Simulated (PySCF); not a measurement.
Working out the ionisation energy of P

P [Ne] 3s2 3p3 (4S) → P⁺ [Ne] 3s2 3p2 (3P). Calculation: PySCF 2.14, in x2c-QZVPPall (9s6p4d2f1g, 70 functions); the spin-free X2C one-electron Hamiltonian (Gaussian nucleus). Frozen: 1s2. Energies in hartree (1 hartree = 27.21139 eV):

| part | P (lower) | P⁺ (upper) |
| --- | --- | --- |
| UHF | -341.536977 | -341.173421 |
| MP2 opposite-spin | -0.196405 | -0.186615 |
| MP2 same-spin | -0.081285 | -0.068424 |

**Question.** What does Hartree-Fock give?

**Answer.** (-341.173421) − (-341.536977) = 0.363556 hartree = 9.893 eV.

**Question.** What do MP2 and SCS-MP2 (6/5 opposite-spin, 1/3 same-spin) give?

**Answer.** The opposite-spin parts differ by 0.266 eV and the same-spin parts by 0.350 eV. MP2: 9.893 + (0.266) + (0.350) = 10.509 eV. SCS-MP2: 9.893 + 1.2 × (0.266) + (0.350)/3 = 10.329 eV.

Measured between the centres of the two terms (NIST): 10.526 eV, so MP2 (valence and next inner shell) is off by -0.017 eV.

What remains against the reference includes basis incompleteness, the frozen core and correlation beyond second order.
